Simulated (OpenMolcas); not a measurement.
# A workflow on doublet [SiNH3]+

We compute a single-point energy (UHF/STO-3G), then a single-point energy (CASSCF(3,3)/STO-3G), then a single-point energy (CASPT2(3,3)/STO-3G), then the energy (SC-NEVPT2(3,3)/STO-3G), then a single-point energy (MRCI(3,3)/STO-3G) of doublet [SiNH3]+. 

Program for the calculation: OpenMolcas 26.06.

### 1 Starting point

The species is [SiNH3]+ (5 atoms), meant as a doublet with charge +1. As SMILES of the parent species, `N[SiH]`. The coordinates come from a GFN2-xTB relaxation. This is one conformer, not always the lowest. That shape belongs to the parent species and isn't relaxed for this state.

Bond lengths: N1–Si2 1.713 Å, N1–H3 1.011 Å, N1–H4 1.006 Å, Si2–H5 1.494 Å. Angles: N1–Si2–H5 96.3°, Si2–N1–H3 126.2°, Si2–N1–H4 122.7°, H3–N1–H4 111.2°.

### 2 The energy at UHF/STO-3G (run 1)

Input file step1.inp:

```
&GATEWAY
 BASLIB=$CurrDir
 BASISSET
 N.STO-3G....
 N1 -0.298680 -0.469270 0.122940 angstrom
 End of Basis
 BASISSET
 Si.STO-3G....
 Si2 0.005450 1.195020 0.389730 angstrom
 End of Basis
 BASISSET
 H.STO-3G....
 H3 0.189070 -1.067540 -0.529200 angstrom
 H4 -1.009510 -0.977570 0.620720 angstrom
 H5 1.113660 1.319360 -0.604190 angstrom
 End of Basis

&SEWARD

&SCF
 UHF
 CHARGE=1
 SPIN=2
 SCRAMBLE=0.25
 PRORBITALS=1 1
```

The basis set STO-3G is read from a file made from the Basis Set Exchange's data (not shown).

On the command line:

```
$ export MOLCAS_MEM=1860
$ pymolcas step1.inp > step1.log
```

The program printed:

```text
--- Start Module: gateway ---
[...]
--- Stop Module: gateway /rc=_RC_ALL_IS_WELL_ ---
--- Start Module: seward ---
[...]
      Basis functions           17
--- Stop Module: seward /rc=_RC_ALL_IS_WELL_ ---
--- Start Module: scf ---
[...]
       Convergence after  20 Iterations
[...]
::    Total SCF energy                               -340.8480634204
[...]
      Total spin, S                                     0.5297344730
[...]
      Total electronic charge=   23.000000
      Total            charge=    1.000000
[...]
      Dipole Moment (debye):
      Origin of the operator (angstrom)=   -0.0830    0.5806    0.2691
                   X= -2.1335E-01               Y=  1.0772E+00               Z=  5.6121E-01           Total=  1.2332E+00
      Center of Charge (angstrom)
[...]
--- Stop Module: scf /rc=_RC_ALL_IS_WELL_ ---
[...]
```

Wall time 1.7 s (1 thread of Arm Neoverse V2, shared host); peak memory 0.37 GiB.

### 3 A single-point energy at CASSCF(3,3)/STO-3G (run 2)

Input file step2.input:

```
* H3NSi CASSCF
&GATEWAY
BASLIB
$CurrDir
BASISSET
N.STO-3G....
N1 -0.298680 -0.469270 0.122940 angstrom
End of Basis
BASISSET
Si.STO-3G....
Si2 0.005450 1.195020 0.389730 angstrom
End of Basis
BASISSET
H.STO-3G....
H3 0.189070 -1.067540 -0.529200 angstrom
H4 -1.009510 -0.977570 0.620720 angstrom
H5 1.113660 1.319360 -0.604190 angstrom
End of Basis
&SEWARD
&RASSCF
FILEORB
$CurrDir/step1.UnaOrb
SPIN
2
NACTEL
3 0 0
INACTIVE
10
RAS2
3
ORBLISTING
Nothing
```

The basis set STO-3G is read from a file made from the Basis Set Exchange's data (not shown).

On the command line:

```
$ export MOLCAS_MEM=1860
$ pymolcas step2.input > step2.log
```

The program printed:

```text
--- Start Module: gateway ---
[...]
--- Stop Module: gateway /rc=_RC_ALL_IS_WELL_ ---
--- Start Module: seward ---
[...]
      Basis functions           17
--- Stop Module: seward /rc=_RC_ALL_IS_WELL_ ---
--- Start Module: rasscf ---
[...]
      Number of active orbitals                  3
[...]
      Spin quantum number                      0.5
[...]
      Active orbitals                            3
[...]
      Number of CSFs                             8
[...]
      Number of root(s) required                 1
[...]
      Convergence after 15 iterations
[...]
      printout of CI-coefficients larger than  0.05 for root  1
      energy=    -340.863342
      conf/sym  111     Coeff  Weight
             1  2u0  -0.97320 0.94711
             4  udu   0.11893 0.01414
             6  uud   0.06866 0.00471
             8  0u2  -0.18448 0.03403
      Natural orbitals and occupation numbers for root  1
      sym 1:   1.913079   1.000000   0.086921
      ************************************************************************************************************************
      *                                                    Final results                                                     *
[...]
::    RASSCF root number  1 Total energy:   -340.86334237
[...]
      Total electronic charge=   23.000000
      Total            charge=    1.000000
[...]
      Dipole Moment (debye):
      Origin of the operator (angstrom)=   -0.0830    0.5806    0.2691
                   X= -4.9505E-01               Y=  7.4683E-03               Z=  4.6965E-01           Total=  6.8242E-01
      Center of Charge (angstrom)
[...]
--- Stop Module: rasscf /rc=_RC_ALL_IS_WELL_ ---
[...]
```

Run time: 1.7 s. Hardware: 1 thread of Arm Neoverse V2, shared host; peak memory 0.37 GiB.

### 4 A single-point energy at CASPT2(3,3)/STO-3G (run 3)

Input file step3.input:

```
* H3NSi CASPT2
>>> EXPORT MOLCAS_PRINT=2
&gateway
baslib = $CurrDir
basisset
N.STO-3G....
N1 -0.298680 -0.469270 0.122940 angstrom
End of Basis
basisset
Si.STO-3G....
Si2 0.005450 1.195020 0.389730 angstrom
End of Basis
basisset
H.STO-3G....
H3 0.189070 -1.067540 -0.529200 angstrom
H4 -1.009510 -0.977570 0.620720 angstrom
H5 1.113660 1.319360 -0.604190 angstrom
End of Basis
&seward
&rasscf
fileorb = $CurrDir/step2.RasOrb
spin = 2
nactel = 3 0 0
inactive = 10
ras2 = 3
orblisting = Nothing
&caspt2
imaginary = 0.1
frozen = 6
```

The basis set STO-3G is read from a file made from the Basis Set Exchange's data (not shown).

On the command line:

```
$ export MOLCAS_MEM=1860
$ pymolcas step3.input > step3.log
```

The program printed:

```text
--- Start Module: gateway ---
[...]
--- Stop Module: gateway /rc=_RC_ALL_IS_WELL_ ---
[...]
      Basis functions           17
[...]
--- Start Module: rasscf ---
[...]
      Number of active orbitals                  3
[...]
      Spin quantum number                      0.5
[...]
      Active orbitals                            3
[...]
      Number of CSFs                             8
[...]
      Number of root(s) required                 1
[...]
      Convergence after  4 iterations
[...]
      printout of CI-coefficients larger than  0.05 for root  1
      energy=    -340.863342
      conf/sym  111     Coeff  Weight
             1  2u0  -0.97319 0.94710
             4  udu   0.11893 0.01414
             6  uud   0.06867 0.00471
             8  0u2  -0.18449 0.03403
      Natural orbitals and occupation numbers for root  1
      sym 1:   1.913070   1.000000   0.086930
      ************************************************************************************************************************
      *                                                    Final results                                                     *
[...]
::    RASSCF root number  1 Total energy:   -340.86334237
[...]
      Total electronic charge=   23.000000
      Total            charge=    1.000000
[...]
      Dipole Moment (debye):
      Origin of the operator (angstrom)=   -0.0830    0.5806    0.2691
                   X= -4.9510E-01               Y=  7.3022E-03               Z=  4.6965E-01           Total=  6.8246E-01
      Center of Charge (angstrom)
[...]
--- Stop Module: rasscf /rc=_RC_ALL_IS_WELL_ ---
--- Start Module: caspt2 ---
[...]
      E2 (Variational):          -0.0807307460
      Total energy:            -340.9440731166
[...]
      Reference weight:           0.96262
[...]
::    CASPT2 Root  1     Total energy:   -340.94407312
[...]
--- Stop Module: caspt2 /rc=_RC_ALL_IS_WELL_ ---
[...]
```

Run time: 1.6 s. Hardware: 1 thread of Arm Neoverse V2, shared host; peak memory 0.37 GiB.

### 5 The energy at SC-NEVPT2(3,3)/STO-3G (run 4)

Input file step4.inp:

```
* H3NSi NEVPT2
>>> EXPORT MOLCAS_PRINT=2
&GATEWAY
BasLib = $CurrDir
BasisSet
N.STO-3G....
N1 -0.298680 -0.469270 0.122940 angstrom
End of Basis
BasisSet
Si.STO-3G....
Si2 0.005450 1.195020 0.389730 angstrom
End of Basis
BasisSet
H.STO-3G....
H3 0.189070 -1.067540 -0.529200 angstrom
H4 -1.009510 -0.977570 0.620720 angstrom
H5 1.113660 1.319360 -0.604190 angstrom
End of Basis
&SEWARD
&RASSCF
FileOrb = $CurrDir/step2.RasOrb
Spin = 2
Nactel = 3 0 0
Inactive = 10
Ras2 = 3
OrbListing = Nothing
&CASPT2
SC-NEVPT2
Frozen = 6
```

The basis set STO-3G is read from a file made from the Basis Set Exchange's data (not shown).

On the command line:

```
$ export MOLCAS_MEM=1860
$ pymolcas step4.inp > step4.log
```

The program printed:

```text
--- Start Module: gateway ---
[...]
--- Stop Module: gateway /rc=_RC_ALL_IS_WELL_ ---
[...]
      Basis functions           17
[...]
--- Start Module: rasscf ---
[...]
      Number of active orbitals                  3
[...]
      Spin quantum number                      0.5
[...]
      Active orbitals                            3
[...]
      Number of CSFs                             8
[...]
      Number of root(s) required                 1
[...]
      Convergence after  4 iterations
[...]
      printout of CI-coefficients larger than  0.05 for root  1
      energy=    -340.863342
      conf/sym  111     Coeff  Weight
             1  2u0  -0.97319 0.94710
             4  udu   0.11893 0.01414
             6  uud   0.06867 0.00471
             8  0u2  -0.18449 0.03403
      Natural orbitals and occupation numbers for root  1
      sym 1:   1.913070   1.000000   0.086930
      ************************************************************************************************************************
      *                                                    Final results                                                     *
[...]
::    RASSCF root number  1 Total energy:   -340.86334237
[...]
      Total electronic charge=   23.000000
      Total            charge=    1.000000
[...]
      Dipole Moment (debye):
      Origin of the operator (angstrom)=   -0.0830    0.5806    0.2691
                   X= -4.9510E-01               Y=  7.3022E-03               Z=  4.6965E-01           Total=  6.8246E-01
      Center of Charge (angstrom)
[...]
--- Stop Module: rasscf /rc=_RC_ALL_IS_WELL_ ---
--- Start Module: caspt2 ---
[...]
      E2 (Variational):          -0.0850068575
[...]
      E2 (Variational):          -0.0847881097
      Total energy:            -340.9481304803
[...]
      Reference weight:           0.95775
[...]
::    SC-NEVPT2 Root  1     Total energy:   -340.94813048
[...]
```

Run time: 1.6 s. Hardware: 1 thread of Arm Neoverse V2, shared host; peak memory 0.37 GiB.

### 6 A single-point energy at MRCI(3,3)/STO-3G (run 5)

Input file step5.inp:

```
>>> EXPORT MOLCAS_PRINT=2

&GATEWAY
 BasLib
 $CurrDir
 BasisSet
 N.STO-3G....
 N1 -0.298680 -0.469270 0.122940 angstrom
 End of Basis
 BasisSet
 Si.STO-3G....
 Si2 0.005450 1.195020 0.389730 angstrom
 End of Basis
 BasisSet
 H.STO-3G....
 H3 0.189070 -1.067540 -0.529200 angstrom
 H4 -1.009510 -0.977570 0.620720 angstrom
 H5 1.113660 1.319360 -0.604190 angstrom
 End of Basis

&SEWARD

&RASSCF
 FileOrb
 $CurrDir/step2.RasOrb
 Spin
 2
 Nactel
 3 0 0
 Inactive
 10
 Ras2
 3
 OrbListing
 Nothing

&MOTRA
 LumOrb
 Frozen
 6

&GUGA
 Electrons
 11
 Spin
 2
 Inactive
 4
 Active
 3
 CIAll
 1

&MRCI
 SDCI
```

The basis set STO-3G is read from a file made from the Basis Set Exchange's data (not shown).

On the command line:

```
$ export MOLCAS_MEM=1860
$ pymolcas step5.inp > step5.log
```

The program printed:

```text
--- Start Module: gateway ---
[...]
--- Stop Module: gateway /rc=_RC_ALL_IS_WELL_ ---
[...]
      Basis functions           17
[...]
      Number of active orbitals                  3
[...]
      Spin quantum number                      0.5
[...]
      Active orbitals                            3
[...]
      Number of CSFs                             8
[...]
      Number of root(s) required                 1
[...]
      Convergence after  4 iterations
[...]
      printout of CI-coefficients larger than  0.05 for root  1
      energy=    -340.863342
      conf/sym  111     Coeff  Weight
             1  2u0  -0.97319 0.94710
             4  udu   0.11893 0.01414
             6  uud   0.06867 0.00471
             8  0u2  -0.18449 0.03403
      Natural orbitals and occupation numbers for root  1
      sym 1:   1.913070   1.000000   0.086930
      ************************************************************************************************************************
      *                                                    Final results                                                     *
[...]
::    RASSCF root number  1 Total energy:   -340.86334237
[...]
      Dipole Moment (debye):
      Origin of the operator (angstrom)=   -0.0830    0.5806    0.2691
                   X= -4.9510E-01               Y=  7.3022E-03               Z=  4.6965E-01           Total=  6.8246E-01
      Center of Charge (angstrom)
[...]
       (But an ACPF correction will be computed)
       USE THE DEFAULT ACPF G-VALUE GFAC=  0.18181818181818182
[...]
                      CI ENERGY:  -340.96581497
[...]
                ACPF CORRECTION:    -0.00576513
[...]
      Total electronic charge=   23.000000
      Total            charge=    1.000000
[...]
     ACPF CORRECTION:     -0.00576513
[...]
  CI State   1     Total energy:   -340.96581497     QDav:     -0.00713547     QACPF:     -0.00576513
[...]
```

It took 1.8 s on 1 thread of Arm Neoverse V2, shared host; peak memory 0.37 GiB.

### 7 Results

| quantity | value |
| --- | --- |
| run 1, UHF/STO-3G: total energy | -340.84806 Eh |
| run 1, UHF/STO-3G: HOMO energy (highest over α and β) | -15.47 eV |
| run 1, UHF/STO-3G: LUMO energy (lowest over α and β) | -4.52 eV |
| run 1, UHF/STO-3G: ⟨S²⟩ | 0.810 |
| run 2, CASSCF(3,3)/STO-3G: total energy | -340.86334 Eh |
| run 3, CASPT2(3,3)/STO-3G: total energy | -340.94407 Eh |
| run 4, SC-NEVPT2(3,3)/STO-3G: total energy | -340.94813 Eh |
| run 5, MRCI(3,3)/STO-3G: total energy | -340.96581 Eh |

Mulliken charges (run 1, UHF/STO-3G) run from -0.54 on N1 to +1.05 on Si2; they depend strongly on the basis. Mulliken charges (run 3, CASPT2(3,3)/STO-3G) of the CASSCF density run from -0.47 on N1 to +0.95 on Si2; they depend strongly on the basis.
